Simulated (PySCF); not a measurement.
Ionising P2

PBE0; P def2-SVP; no relativity (PySCF 2.14). Neutral (UKS): singlet (closed shell), Re = 1.891 Å, ωe = 834 cm⁻¹, De = 4.67 eV, HOMO -8.11 eV, LUMO -2.46 eV.

P₂⁺ (UKS): doublet (π ↑), Re = 1.980 Å, ωe = 720 cm⁻¹, De = 4.72 eV to P⁺ + P. The energies at the minima are -682.21479 hartree for P2 and -681.83019 for P₂⁺.

(1) Work out the adiabatic ionisation energy, without and with harmonic zero-point energies (1 hartree = 27.2114 eV, 1 eV = 8065.5 cm⁻¹), and the change of the bond length.

States were picked by a PBE0 search and need not be the measured ground states.

Answers

(1) At PBE0: 0.38460 hartree = 10.465 eV between the minima; the zero-point term (720.0 − 834.0)/2 cm⁻¹ = -0.007 eV makes it 10.458 eV. Re changes by +8.9 pm against the neutral. Minus the HOMO energy is 8.11 eV, -2.36 eV from the value between the minima; self-interaction puts the Kohn–Sham level too high, less so with exact exchange. The electron leaves a π orbital, and the longer bond of the ion fits a bonding orbital, or a change in how ionic the bond is.
